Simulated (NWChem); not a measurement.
## Correlation energy of FLi

SMILES: [Li][F]
```xyz
2

Li     0.0000     0.0000    -1.1467
F      0.0000     0.0000     0.3822
```
Charge 0, spin multiplicity 1.

The numbers come from NWChem runs, not from measurements. Structure: optimised with B3LYP/def2-SVP, a minimum by its harmonic frequencies.

Basis set: cc-pVTZ. Each correlation energy counts from its own Hartree-Fock reference.

The correlated methods keep 1 core orbital frozen. The structure started from a generated list of species. No row is a measurement; the coupled-cluster row has its own basis-set and correlation limits.

Problem. One of these methods gave a correlation energy of -297.1 mHa. Which?
A. CR-CCSD(T)
B. SCS-MP2
C. CCSD+T(CCSD)
D. MP2

Solution. A, CR-CCSD(T). The others give -291.0 (MP2), -298.8 (CCSD+T(CCSD)), -284.9 (SCS-MP2).
